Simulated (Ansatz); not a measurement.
A nudged elastic band was laid between two geometries of BF2H + H (5 atoms, charge 0, multiplicity 2).

These are results of Ansatz, UKS r2SCAN-D4/6-31G*, not measurements.

```json
{
 "movable images": "5",
 "climbing image": "yes",
 "spring": "5.0 eV/Å²",
 "optimiser": "quadratic models (default)",
 "start path": "through a guess of the saddle point",
 "force threshold": "0.03 eV/Å",
 "iteration limit": "60",
 "end points": "relaxed"
}
```

Image 0:

```xyz
5
Properties=species:S:1:pos:R:3
B 0.000 0.002 -0.176
H 0.000 0.009 1.018
F 1.133 -0.001 -0.854
F -1.133 -0.001 -0.854
H 0.000 -0.009 3.387
```

Image 6:

```xyz
5
Properties=species:S:1:pos:R:3
B 0.000 0.000 -0.487
H 0.000 -0.001 2.266
F 1.145 0.000 -1.135
F -1.145 0.000 -1.135
H 0.000 -0.001 3.011
```

Question: What changes between the two ends?

Answer: Bonds broken: B1–H2. Bonds formed: H2–H5. BF2H + H becomes BF2 + H2.

Question: Give the energies along the band, and the barrier.

Answer: The run converged. The highest image is number 3 of 0 to 6, 34.1 kJ/mol above the first end and 22.3 kJ/mol above the last; the last end lies 11.8 kJ/mol above the first. A vibrational analysis at the climbing image gives one clearly imaginary mode, 1014i cm⁻¹: a first-order saddle point.

| image | path coordinate (Å) | energy (kJ/mol) | B1–H2 (Å) | H2–H5 (Å) |
| --- | --- | --- | --- | --- |
| 0 | 0.00 | 0.0 | 1.19 | 2.37 |
| 1 | 0.40 | 1.3 | 1.20 | 1.92 |
| 2 | 0.80 | 8.2 | 1.23 | 1.46 |
| 3 | 1.19 | 34.1 | 1.54 | 0.90 |
| 4 | 1.68 | 20.5 | 2.00 | 0.76 |
| 5 | 2.16 | 13.6 | 2.46 | 0.75 |
| 6 | 2.64 | 11.8 | 2.75 | 0.74 |

Question: What is the geometry of the highest image?

Answer: 
```xyz
5
Properties=species:S:1:pos:R:3
B 0.000 -0.030 -0.028
H 0.000 -0.024 1.509
F 1.140 0.016 -0.686
F -1.140 0.016 -0.686
H 0.000 0.022 2.412
```

Question: What are the harmonic wavenumbers there?

Answer: 1014i, 31, 195, 518, 1137, 1168, 1182, 1464, 1714 cm⁻¹.

Time of the run: 3.4 min on 1 thread of Arm Neoverse V1, with other jobs on the host, peak memory 0.13 GiB.
